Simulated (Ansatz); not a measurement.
Match the barriers

Saddle point of C3H5, doublet (C₂H₂ (C#C) + CH₃ → C₃H₅ ([CH][CH][CH3]); bonds formed: C1–C3), PBE0-D4/def2-TZVP structure:

```csv
atom,x (Å),y (Å),z (Å)
C1,-1.0557,-0.2912,0.1249
C2,-1.5796,0.5097,-0.6229
C3,1.2538,-0.1067,0.2389
H4,-0.9986,-1.0966,0.8227
H5,-1.8578,1.2739,-1.3109
H6,1.3263,0.1276,1.2929
H7,1.4154,0.6956,-0.4664
H8,1.4963,-1.1123,-0.0790
```

Computed with Ansatz 0.2.0 (basis: def2-TZVPP, with def2-QZVPP for the basis limit); correlated methods freeze the cores; orbitals are unrestricted. B3LYP uses VWN-RPA correlation. Extrapolation: Hartree–Fock as exp(−7.88 √X), correlation as X^−2.97. Four methods, as single points on the PBE0-D4 structures, gave these electronic barriers from the start structure: 0.203, 0.296, 0.407, 0.621 eV.

(1) The methods were, in alphabetical order, B3LYP-D4, BLYP-D4, CCSD(T), HF. Which gave which? (A judgement: the text doesn't fix the answer.)

T1 diagnostic: at most 0.038. ⟨S²⟩ of the unrestricted Hartree–Fock references: 0.76 to 0.98 (a pure state has 0.75). The unrestricted reference is spin-contaminated, which hurts MP2 most.

Results:

(1) Computed: BLYP-D4 0.203; B3LYP-D4 0.296; CCSD(T) 0.407; HF 0.621 eV. For comparison, CCSD(T) at an estimated basis limit (MP2 extrapolated from triple and quadruple zeta, plus CCSD(T) − MP2 in triple zeta) gives 0.413 eV.

Labels in which every atom is bracketed show which atoms are joined, not bond orders.

For scale, one of the runs: CCSD(T)/def2-TZVPP, 163 basis functions, launched by `ansatz run in.yaml --threads 2 --pin off --events-out ev --progress --plain --max-ram 4352MiB`. The run took 60 s on 2 CPU threads of an Arm Neoverse V2 (shared host), with 3.1 GiB of host memory at its peak.
